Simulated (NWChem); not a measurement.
System: B anion, triplet

The following NWChem deck was run.

```
start job
memory heap 200 mb stack 900 mb global 1100 mb
charge -1
geometry units angstroms noautoz
  B      0.000000     0.000000     0.000000
end
basis spherical
  B library def2-svpd
end
dft
  odft
  mult 3
  xc hfexch
  iterations 150
  mulliken
end
task dft energy
```

The open p shell is one determinant without spherical averaging. No stability test was run on the SCF state. The highest occupied level is positive, so the extra electron may be held by the finite basis.

Give the results of this calculation. (UHF/def2-SVPD.) Quantities: basis functions; energy (Ha); highest occupied level (eV); lowest empty minus highest occupied level, either spin (eV); <S²>.


```yaml
number_of_basis_functions: 20
energy (Ha): -24.41
highest occupied level (eV): 2.42
lowest empty minus highest occupied level, either spin (eV): 3.74
"<S²>": 2.01
```
